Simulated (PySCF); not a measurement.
# CH5BO: geometry, NMR shifts, spin-spin couplings, electronic excitations and core binding energies

Aim: predict the NMR shifts, spin-spin couplings, electronic excitations and core binding energies of CH5BO (`BOC`).

Computed with PySCF 2.14.0, with density-fitted response routines of our own, on a single molecule in the gas phase. Atoms count from 0, in the outputs and in this text.

## (1) Starting geometry

8 atoms, charge 0, multiplicity 1; geometry from: GFN2-xTB.

Bonds of the start (Å): B0–O1 1.32, O1–C2 1.40, B0–H3 1.18, B0–H4 1.17, C2–H5 1.09, C2–H6 1.09, C2–H7 1.09.

## (2) Geometry optimisation at PBE0-D3(BJ)/def2-SVP

Job settings and geometry (Å):

```
{"job": {"xc": "PBE0", "basis": "def2-SVP", "d3": "d3bj", "grid": 1, "kind": "geom"}, "charge": 0, "multiplicity": 1}
B      1.326140    -0.158990     0.242180
O      0.172490     0.404500     0.550510
C     -1.043180     0.173630    -0.114060
H      1.439540    -0.935020    -0.642570
H      2.233390     0.161520     0.909650
H     -1.376340     1.109130    -0.571380
H     -0.945430    -0.593050    -0.888190
H     -1.788500    -0.142890     0.620210
```

Run with:

```
> OMP_NUM_THREADS=1 python probes_run.py task.json out
```

This one command runs all jobs of the session in turn.

**Question.** This job is followed by: GIAO PBE0/pcSseg-1 NMR shielding, non-relativistic, gas phase; B3LYP/pcJ-1 indirect spin-spin coupling, non-relativistic, gas phase; TDDFT wB97X-D/def2-SVPD, vertical, gas phase, core orbitals frozen in the response; GIAO CAM-B3LYP/pcSseg-2 NMR shielding, non-relativistic, gas phase; delta-SCF UKS SCAN, pcX-2 on the ionised atom, pcseg-1 elsewhere, spin-free X2C. What will the session give for the following? rotational constants (main isotopes); 13C shifts against TMS (PBE0/pcSseg-1); 1H shifts against TMS (PBE0/pcSseg-1, means over atoms taken as alike); 11B shifts against BF3·OEt2 (PBE0/pcSseg-1); 17O shifts against H2O (PBE0/pcSseg-1); surface potential, 1st and 99th percentile; largest coupling of the table (B3LYP/pcJ-1); lowest singlet (wB97X-D/def2-SVPD); brightest single state of those computed; lowest triplet; vertical ionisation energy (ΔSCF); B1s binding energies, SCAN/pcX-2; O1s binding energies, SCAN/pcX-2; C1s binding energies, SCAN/pcX-2; range of the shift of O1.

As calculated:

```
                                                              quantity                        value
                                  rotational constants (main isotopes)       52.06, 10.29, 9.08 GHz
                                13C shifts against TMS (PBE0/pcSseg-1)                     64.1 ppm
1H shifts against TMS (PBE0/pcSseg-1, means over atoms taken as alike)               5.04, 4.06 ppm
                           11B shifts against BF3·OEt2 (PBE0/pcSseg-1)                     46.9 ppm
                                17O shifts against H2O (PBE0/pcSseg-1)                    210.0 ppm
                                 surface potential, 1st and 99th percentile           -1.22 V and 0.98 V
                           largest coupling of the table (B3LYP/pcJ-1)      1J(B,H) B0–H3, 153.0 Hz
                                    lowest singlet (wB97X-D/def2-SVPD)  6.43 eV (193 nm), f = 0.000
                              brightest single state of those computed  state 3, 8.36 eV, f = 0.118
                                                        lowest triplet                      5.93 eV
                                     vertical ionisation energy (ΔSCF)                     11.25 eV
                                      B1s binding energies, SCAN/pcX-2                 B0 196.73 eV
                                      O1s binding energies, SCAN/pcX-2                 O1 539.22 eV
                                      C1s binding energies, SCAN/pcX-2                 C2 292.74 eV
                                              range of the shift of O1           201.4 to 210.0 ppm
```

In words: The optimisation took 4 steps and gained 0.051 eV; among the close pairs (by a distance rule), B0–H4 changed most, from 1.171 to 1.209 Å. No frequency check was run at this level, so the end point may be a saddle. At PBE0/pcSseg-1: The widest tensor belongs to O1: span 483 ppm, with a paramagnetic part of -268 ppm. In the run at B3LYP/pcJ-1, the largest coupling of the table is B0–H3 (mean over like pairs), 153.0 Hz, of which the Fermi-contact term gives 153.0 Hz. The lowest singlet, at 6.43 eV, is HOMO→LUMO 0.97 and is dark; of the 10 states computed, the strongest absorption comes from states 2 to 3 together at 8.36 eV (the last state computed is bright too, and its partners may lie past the list). The lowest triplet lies 0.50 eV below the lowest singlet (triplets in Tamm-Dancoff, singlets in full TDDFT). The orbital energy would give 10.53 eV for ionisation, ΔSCF gives 11.25 eV. In ppm, O1 moves most: its shift spreads over 8.6 ppm, from 201.4 (CAM-B3LYP/pcSseg-2) to 210.0 (PBE0/pcSseg-1). Part of that comes from the computed reference.
